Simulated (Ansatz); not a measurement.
**CHPSi (singlet): wave-function methods side by side at a displaced geometry (v1), cc-pVDZ**

How much of the correlation energy of CHPSi (singlet) does each wave-function method recover here?

The runs use Ansatz 0.2.0, Gaussian basis; cc-pVDZ, core rule «outside noble gas», up to 11 orbitals frozen.

Plan: UHF; CCSD(T) on RHF; BCCD(T) on RHF; CISD; CCSDT(Q) on RHF; CASSCF and MRCISD+Q, 8 electrons in 8 orbitals; CASSCF and MRCISD+Q(relaxed), 8 electrons in 8 orbitals; CASSCF and NEVPT2, 8 electrons in 8 orbitals.

22 further runs of the same task are left out: 12 that didn't finish, 10 set aside as unsound or not needed.

## (1) The system

The geometry is a PBE0/def2-TZVP stationary point (not a proven minimum) with its atoms shifted at random (size 0.040 Å).

4 atoms, charge 0, spin multiplicity 1.

Atoms are counted from 1 here; the program's logs count them from 0.

Bond lengths: P1–C2 1.680 Å, P1–Si3 2.278 Å, C2–Si3 1.802 Å, C2–H4 1.079 Å. Angles: C2–P1–Si3 51.5°, P1–C2–Si3 81.7°, P1–C2–H4 133.6°, Si3–C2–H4 144.7°, P1–Si3–C2 46.9°.

## (2) UHF

in.yaml reads:

```yaml
crystal:
  periodic: [false, false, false]
  atoms:
    - {symbol: P, position_ang: [-0.017448, -0.314586, 1.057946]}
    - {symbol: C, position_ang: [-0.018281, 1.058678, 0.090100]}
    - {symbol: Si, position_ang: [0.029683, -0.181735, -1.216015]}
    - {symbol: H, position_ang: [-0.073094, 2.115781, 0.299281]}
basis:
  gaussian: {orbitals: cc-pVDZ}
magnetization: {spin_polarized: true, initial_magnetization: 0}
hamiltonian: {xc: hf}
output: {orbitals: {seedname: orbitals}}
```

Launch:

```
ansatz run in.yaml --threads 1 --pin off --events-out ev --progress --plain --max-ram 2393MiB
```

After this run come: CCSD(T) on RHF; BCCD(T) on RHF; CISD; CCSDT(Q) on RHF; CASSCF and MRCISD+Q, 8 electrons in 8 orbitals; CASSCF and MRCISD+Q(relaxed), 8 electrons in 8 orbitals; CASSCF and NEVPT2, 8 electrons in 8 orbitals.

Q: Predict the results of all the runs planned. Wanted: RCCSDT(Q) below the RHF energy; RMP2 from RCCSDT(Q); RCCSD from RCCSDT(Q); RCCSD(T) from RCCSDT(Q); T1 diagnostic.

The runs gave:

| quantity | value |
| --- | --- |
| RCCSDT(Q) below the RHF energy | -10.0000 eV |
| RMP2 from RCCSDT(Q) | +1289.1 meV |
| RCCSD from RCCSDT(Q) | +552.5 meV |
| RCCSD(T) from RCCSDT(Q) | +66.9 meV |
| levels within 1 kcal/mol (43 meV) | none |
| T1 diagnostic | 0.017 |

In words: RCCSD(T) lands +66.9 meV from the yardstick (0.7 % of the correlation energy). These misses are within one basis, not against nature.
